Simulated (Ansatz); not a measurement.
# OH− (hydroxide) at HF/STO-3G

What is the energy change on altering one bond length of OH− (hydroxide) at HF/STO-3G? 

The calculation is run with Ansatz 0.2.0.

## 1. Starting point

OH−: 2 atoms, total charge -1, spin state singlet. As SMILES, `[OH-]`. The coordinates come from a PBE0-D4/def2-TZVPD relaxation.

Bond lengths: O1–H2 0.964 Å.

## 2. The energy at HF/STO-3G

Input file molecule.yaml:

```yaml
crystal:
  periodic: [false, false, false]
  atoms:
    - {symbol: O, position_ang: [0.411800, -0.131800, 0.212500]}
    - {symbol: H, position_ang: [-0.411800, 0.131800, -0.212500]}
basis:
  gaussian: {orbitals: STO-3G}
total_charge: -1
hamiltonian: {xc: hf}
accuracy: high
output: {orbitals: {seedname: orbitals}}
```

The run is started by

```sh
$ ansatz run molecule.yaml --threads 1 --pin off --max-ram 3480MiB --events-out events.jsonl --progress --plain --runs-dir runs
```

Log:

```text
Warning: RAYON_NUM_THREADS=1 ignored (pool sized by the plan → 1); use --threads N
Functional definition: HF
  name "HF"
  exchange = exact_x
  correlation = 0
77 factors; integrals over basis functions are off by at most 3.3e-8 eV
mean field evaluation 1: about -2014.0763 eV, gradient 1.6e1 eV
mean field evaluation 2: about -2014.1004 eV, gradient 1.6e1 eV
mean field evaluation 4: about -2015.1740 eV, gradient 2.5e-1 eV
mean field evaluation 8: about -2015.1731 eV, gradient 2.0e-5 eV
mean field -2015.17306756 eV, -74.0562442995 hartree, gradient 2.7e-8 eV, S^2 0.000000; 0 other end points of the search recorded, 0 dependent functions left out
reference -2015.17306756 eV, -74.0562442995 hartree; 5, 5 occupied and 1, 1 virtual orbitals, 77 factors
Total energy: -2015.17306756 eV, -74.0562442995 hartree
```

Wall time 0.04 s (1 thread of Arm Neoverse V1, shared host).

## 3. The distorted shape, same level

Input file in.yaml:

```yaml
basis:
  gaussian: {orbitals: STO-3G}
crystal:
  periodic: [false, false, false]
  atoms:
    - symbol: O
      position_ang: [0.823580, -0.263594, 0.424990]
    - symbol: H
      position_ang: [-0.411800, 0.131800, -0.212500]
hamiltonian: {xc: hf}
accuracy: high
output: {orbitals: {seedname: orbitals}}
total_charge: -1
```

The run is started by

```sh
$ ansatz run in.yaml --threads 1 --pin off --max-ram 3480MiB --events-out events.jsonl --progress --plain --runs-dir runs
```

Log:

```text
Warning: RAYON_NUM_THREADS=1 ignored (pool sized by the plan → 1); use --threads N
[... 4 set-up lines as earlier in the session ...]
77 factors; integrals over basis functions are off by at most 4.2e-8 eV
mean field evaluation 1: about -2013.4388 eV, gradient 1.1e1 eV
mean field evaluation 2: about -2013.4664 eV, gradient 1.1e1 eV
mean field evaluation 4: about -2014.0917 eV, gradient 3.8e-2 eV
mean field evaluation 8: about -2014.0901 eV, gradient 1.5e-10 eV
mean field -2014.09014923 eV, -74.0164477850 hartree, gradient 1.5e-8 eV, S^2 0.000000; 0 other end points of the search recorded, 0 dependent functions left out
reference -2014.09014923 eV, -74.0164477850 hartree; 5, 5 occupied and 1, 1 virtual orbitals, 77 factors
Total energy: -2014.09014923 eV, -74.0164477850 hartree
```

It took 0.04 s on 1 thread of Arm Neoverse V1, shared host.

## 4. Outcome

At HF/STO-3G:

| quantity | value |
| --- | --- |
| first shape: total energy | -74.05624 Eh |
| first shape: HOMO energy | 6.86 eV |
| first shape: LUMO energy | 34.04 eV |
| first shape: HOMO–LUMO gap (to an unbound level, set by the basis) | 27.18 eV |
| distorted shape: total energy | -74.01645 Eh |
| distorted shape: HOMO energy | 3.90 eV |
| distorted shape: LUMO energy | 23.53 eV |
| distorted shape: HOMO–LUMO gap (to an unbound level, set by the basis) | 19.63 eV |
| energy change with the O1–H2 bond stretched from 0.964 to 1.445 Å | 1.083 eV |

What this shows: With the O1–H2 bond stretched from 0.964 to 1.445 Å the energy rises by 1.08 eV (25 kcal/mol). The first shape isn't relaxed at this level, so the change isn't measured from a minimum. The minimal basis adds a large error of its own. The HOMO (first shape) lies at positive energy, 6.86 eV: the electron is unbound at this level or held by a compact basis; values depend on the basis. The HOMO (distorted shape) lies at positive energy, 3.90 eV: the electron is unbound at this level or held by a compact basis; values depend on the basis.
